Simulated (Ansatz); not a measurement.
# PH₃+ (quartet): the correlation ladder, def2-QZVPP

The task here is to estimate one member of a computed series from the others.

Program: Ansatz 0.2.0, Gaussian basis. Level of theory: def2-QZVPP, core rule «outside noble gas», up to 5 orbitals frozen. These are calculated values, not measurements.

The runs, in order: UHF; ROHF; CCSD(T) on UHF.

## The system

The geometry is a PBE0/def2-TZVP stationary point (not a proven minimum) of the parent state, kept for this charge and spin.

4 atoms, charge 1, spin multiplicity 4.

Atoms are counted from 1 here; the program's logs count them from 0.

Bond lengths: P1–H2 1.405 Å, P1–H3 1.405 Å, P1–H4 1.405 Å. Angles: H2–P1–H3 113.3°, H2–P1–H4 113.3°, H3–P1–H4 113.3°.

Set-up of the first run:

Input file in.yaml:

```yaml
crystal:
  periodic: [false, false, false]
  atoms:
    - {symbol: P, position_ang: [0.000079, -0.000045, -0.032941]}
    - {symbol: H, position_ang: [1.354052, 0.014506, 0.340675]}
    - {symbol: H, position_ang: [-0.690409, 1.166785, 0.334178]}
    - {symbol: H, position_ang: [-0.666085, -1.179917, 0.337423]}
basis:
  gaussian: {orbitals: "def2-QZVPP.json"}
total_charge: 1
magnetization: {spin_polarized: true, initial_magnetization: 3}
hamiltonian: {xc: hf}
output: {orbitals: {seedname: orbitals}}
```

Started as:

```sh
$ ansatz run in.yaml --threads 1 --pin off --events-out ev --progress --plain --max-ram 2393MiB
```

Steps of the session up to this table: UHF; ROHF; CCSD(T) on UHF.

One of the session's tables, all rows but one given; the rest of the session is left out.

| method | from UCCSD(T) (meV) |
| --- | --- |
| ROHF | +4411.2 |
| UHF | +4283.8 |
| UMP2 | ? |
| UCCSD | +178.3 |
| UCCSD(T) | 0 |

Q: Estimate the row for UMP2 from the others.

**Answer.** from UCCSD(T) (meV): +887.9. In the column «from UCCSD(T) (meV)» it lies between UCCSD (+178.3) and UHF (+4283.8).
